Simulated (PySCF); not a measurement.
Compound: C5H10O.
SMILES: `CC(C)(C)C=O`

Theory: PBE0-D3(BJ)/def2-TZVP geometry optimisation, gas phase in PySCF 2.14.0.

Masses are those of the commonest isotopes; rigid-rotor values at the optimised geometry. 

Problem. What are A, B and C (cm⁻¹)?

Solution. Ia = 112.60, Ib = 180.28, Ic = 183.11 u·Å²; 505379 MHz·u·Å²/I gives 4488, 2803 and 2760 MHz, that is A = 0.14972, B = 0.09351, C = 0.09206 cm⁻¹.

Problem. What kind of rotor is it?

Solution. A near-prolate asymmetric top. Ray's parameter κ = (2B − A − C)/(A − C) = -0.950; −1 is the prolate and +1 the oblate limit.

Problem. What does the inertial defect say?

Solution. Not planar: Δ = Ic − Ia − Ib = -109.77 u·Å². For a rigid frame Δ = −2 Σ m c², so Σ m c² = 54.88 u·Å² lies off the ab plane: 17.43 from hydrogen and 37.45 from heavier atoms. The atom farthest from that plane is 2.16 Å away.

Problem. Give the other two planar moments, Paa and Pbb, and the rms extents of the mass along the axes.

Solution. Paa = Σ m a² = (Ib + Ic − Ia)/2 = 125.40 and Pbb = Σ m b² = (Ia + Ic − Ib)/2 = 57.71 u·Å². With the mass M = 86.07 u, the rms extents √(P/M) along a, b and c are 1.21, 0.82, 0.80 Å.

Problem. Predict some low-J microwave lines.

Solution. The dipole components are |μa| = 2.68 D, |μb| = 0.71 D, |μc| = 0.00 D; the mirror of this Cs structure is the ab plane, so μc vanishes by symmetry and there are no c-type lines. Intensities carry the squares of the components, which stand as 1.00 : 0.07 (a : b). Some lines, for components of 0.1 D or more:

| type | branch | J(Ka,Kc) | MHz | lower level (cm⁻¹) |
| --- | --- | --- | --- | --- |
| a | Q | 4(1,3) ← 4(1,4) | 433 | 1.905 |
| b | Q | 2(1,1) ← 2(0,2) | 1773 | 0.557 |
| b | Q | 2(2,1) ← 2(1,2) | 5185 | 0.611 |
| b | R | 1(1,1) ← 0(0,0) | 7248 | 0.000 |
| b | Q | 4(3,1) ← 4(2,2) | 8525 | 2.084 |
| b | Q | 4(3,2) ← 4(2,3) | 8537 | 2.083 |
| a | R | 2(0,2) ← 1(0,1) | 11125 | 0.186 |
| a | R | 2(1,1) ← 1(1,0) | 11170 | 0.243 |
| b | R | 3(0,3) ← 2(1,2) | 15044 | 0.611 |
| b | Q | 5(5,1) ← 5(4,2) | 15360 | 3.695 |
| a | R | 3(0,3) ← 2(0,2) | 16686 | 0.557 |
| a | R | 3(1,2) ← 2(1,1) | 16754 | 0.616 |
| b | R | 4(0,4) ← 3(1,3) | 20664 | 1.166 |
| b | R | 3(2,2) ← 2(1,1) | 21745 | 0.616 |
| a | R | 4(1,4) ← 3(1,3) | 22164 | 1.166 |
| a | R | 4(2,3) ← 3(2,2) | 22252 | 1.341 |
| a | R | 4(1,3) ← 3(1,2) | 22338 | 1.175 |
| b | R | 5(1,4) ← 4(2,3) | 23015 | 2.083 |
| b | R | 3(3,1) ← 2(2,0) | 25223 | 0.784 |
| b | R | 5(0,5) ← 4(1,4) | 26299 | 1.905 |
| a | R | 5(3,3) ← 4(3,2) | 27819 | 2.368 |
| a | R | 5(3,2) ← 4(3,1) | 27819 | 2.368 |
| b | R | 4(4,0) ← 3(3,1) | 34201 | 1.626 |
| b | R | 5(3,2) ← 4(2,3) | 36356 | 2.083 |
| b | R | 5(4,2) ← 4(3,1) | 39764 | 2.368 |
| b | R | 5(5,0) ← 4(4,1) | 43177 | 2.767 |

No PBE0-D3(BJ)/def2-TZVP frequencies stand behind this structure, so it isn't proved a minimum. No vibrational averaging or centrifugal distortion is included, and the geometry carries the error of its method. A rigid rotor knows nothing of internal rotation, which can split or shift real lines.

Hardware: an Arm Neoverse V1 with one thread (shared host). Cost: 5.7 min of wall time, 1.2 GiB resident at most. This is the geometry optimisation.

The values belong to the conformer `[CH3:1][C:2]([CH3:3])([CH3:4])[CH:5]=[O:6]`: C1–C2–C5–O6 -1°.
